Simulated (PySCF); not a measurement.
Dipole moment and polarisability across levels of theory

Compound: C2ClF3.
SMILES: `FC(F)=C(F)Cl`

PySCF, dipoles from the SCF density, polarisabilities from static response with core orbitals frozen. Isolated species at its PBE0-D3(BJ)/def2-SVP geometry, gas phase.

Task: How do dipole and polarisability depend on functional and basis here?

Result: 

```tsv
level	μ (D)	error (%)	α (Å³)	anisotropy (Å³)
PBE0/def2-SVPD	0.378	-34.8	6.17	3.36
BHandHLYP/def2-SVPD	0.476	-18.0	5.98	3.28
CAM-B3LYP/def2-SVPD	0.432	-25.5	6.16	3.36
wB97X-D/def2-SVPD	0.371	-36.1	6.15	3.30
LC-wPBE/def2-SVPD	0.374	-35.5	6.09	3.30
PBE0/6-31G*	0.326	-43.8	4.57	3.72
PBE0/def2-SVP	0.377	-35.1	4.43	3.34
PBE0/6-31+G*	0.425	-26.7	5.44	3.55
PBE0/aug-cc-pVDZ	0.355	-38.8	6.11	3.41
PBE0/def2-TZVP	0.372	-35.9	5.51	3.46
PBE0/def2-TZVPD	0.367	-36.8	6.28	3.43
PBE0/aug-cc-pVTZ	0.359	-38.1	6.25	3.41
```

Reference dipole: 0.580 D (measured, gas; NIST CCCBDB Release 22 (SRD 101), experimental dipoles). The anisotropy is √(½[(α1 − α2)² + (α2 − α3)² + (α3 − α1)²]). For the dipole, the smallest error is 18.0% (BHandHLYP/def2-SVPD) and the largest 43.8% (PBE0/6-31G*). Even the closest misses by 18%. The dipole runs from 0.33 D (PBE0/6-31G*) to 0.48 D (BHandHLYP/def2-SVPD). No reference polarisability is at hand; against PBE0 in the largest diffuse basis at hand (aug-cc-pVTZ) the other PBE0 rows deviate by 6-31G* -27%, def2-SVP -29%, 6-31+G* -13%, def2-SVPD -1%, aug-cc-pVDZ -2%, def2-TZVP -12%, def2-TZVPD +1%. In one basis (def2-SVPD) the functionals order the polarisability from BHandHLYP (lowest) to PBE0 (highest), a spread of 3%. With PBE0 the polarisability is 4.84 Å³ without diffuse functions (mean of 6-31G*, def2-SVP and def2-TZVP) and 6.05 Å³ with them (mean of 6-31+G*, def2-SVPD, aug-cc-pVDZ, def2-TZVPD and aug-cc-pVTZ). Measured values can belong to vibrating molecules; the computed ones are for one fixed geometry.
